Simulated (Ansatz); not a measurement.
What a trial cell of GaGe₂ relaxes into

Computed with Ansatz 0.2.0, DFT PBE, scalar-relativistic, plane waves, PAW. Cutoff 420 eV, Γ-centred k mesh, Gaussian smearing, no spin polarisation in the final step.

GaGe₂ was placed on the tetragonal zirconia structure type (P4_2/nmc, No. 137), with Ga in place of Zr, Ge in place of O, at a guessed volume.

```
Ga Ge
1.0
     4.28604    0.00000    0.00000
     0.00000    4.28604    0.00000
     0.00000    0.00000    6.17024
Ga Ge
2 4
Direct
  0.00000 0.00000 0.00000
  0.50000 0.50000 0.50000
  0.00000 0.50000 0.20300
  0.00000 0.50000 0.70300
  0.50000 0.00000 0.29700
  0.50000 0.00000 0.79700
```

Cell and atoms relax at zero pressure; the relaxation can't lower the symmetry of the start. After a coarse first stage the cell is made exact in the group found at 0.06 Å.

Energies over the elements count from the elements' standard structures at the same level, with no empirical corrections.

Q: What does it relax into?

A: It ends in I4/mmm (No. 139). Conventional cell: a = 4.522 Å, c = 6.339 Å. Around Ga lie 8 Ge at 2.76 Å; Ge is coordinated by 4 Ga at 2.76 Å and 6 Ge at 3.17–3.20 Å.

```xyz
3
Lattice="-2.2608 2.2608 3.1694 2.2608 -2.2608 3.1694 2.2608 2.2608 -3.1694" Properties=species:S:1:pos:R:3 pbc="T T T"
Ga    0.0000    0.0000    0.0000
Ge    0.0000    2.2608    1.5847
Ge    2.2608    0.0000    1.5847
```

Q: What are its volume, energy, density and gap?

A: The volume per atom is 21.60 Å³ and the density is 5.51 g/cm³. The energy over the elements is 0.25 eV/atom and the gap on the 8×8×6 mesh is 0 eV (a metal).

The final run used a 8×8×6 mesh on its 6-atom cell and 0.10 eV smearing. For metals, differences of a few meV/atom aren't resolved. Symmetry constrained the relaxation, so the result can be a saddle point.

Cost: 3 runs of about 2.9 core-minutes in all, on Arm Neoverse V1 (shared hosts).